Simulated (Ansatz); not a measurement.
O2 (oxygen): entropy by statistical mechanics

A linear triplet with charge 0, relaxed at UPBE0/aug-cc-pVTZ (Ansatz 0.2.0):

```xyz
2

O     0.5100   -0.1650    0.2627
O    -0.5100    0.1650   -0.2627
```

Harmonic wavenumbers in cm⁻¹: 1704.

Masses in u: O 15.999. Take T = 298.15 K, p = 1 bar, R = 8.3145 J/(mol K), kT/hc = 207.22 cm⁻¹, rigid rotor and harmonic oscillator.

Question: Compute the standard molar entropy.

Answer: 
1. Translation (Sackur–Tetrode): S = R[3/2 ln M + 5/2 ln T − 1.1517] with M = 31.998 gives 152.1 J/(mol K).
2. Rotation: the moment of inertia is 11.402 u Å², so B = 16.8576/I = 1.4785 cm⁻¹; σ = 2; q = kT/(σhcB) = 70.1; S = R(ln q + 1) = 43.6.
3. Vibration: with u = ν̃/207.22, each mode gives R[u/(eᵘ − 1) − ln(1 − e⁻ᵘ)]; the sum is 0.0.
4. Spin: R ln 3 = 9.1.
5. Sum: 152.1 + 43.6 + 0.0 + 9.1 = 204.8 J/(mol K).

No measured value is set beside it here.
